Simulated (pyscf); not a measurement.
Elementary routes open to [H₃C–Zn]• + hydrogen chloride (HCl) in the gas phase (doublet surface):
A. methane (CH₄) + [Cl–Zn]• (C–Zn, Cl–H broken; C–H, Cl–Zn formed)
B. H₃C–Zn–Cl + H atom (H•) (Cl–H broken; Cl–Zn formed)

Optimised with ωB97X-D3(BJ)/def2-SVP in PySCF.

Task: Rank the routes by free-energy barrier at 1200 K, lowest first, for ωB97M-D3(BJ)/def2-TZVP energies (ideal gas, 1 atm, RRHO with modes under 100 cm⁻¹ raised to 100, one conformer, R ln 2 for chiral ones without a mode under 150 cm⁻¹).

Result: A (42.5 kcal/mol), B (44.5 kcal/mol)

Route A is the fastest of these, ahead of the next by 1.9 kcal/mol. The most stable products are those of A (ΔG = -32.8 kcal/mol), so kinetics and thermodynamics agree. At 298 K A is still the fastest. Only these routes are compared; each barrier is that of the saddle found, and lower ones may exist. The term symbol of open-shell Cl–Zn was not checked; spin-orbit terms and orbital degeneracy are left out. Elements up to Kr have no core potential and no relativistic terms here.
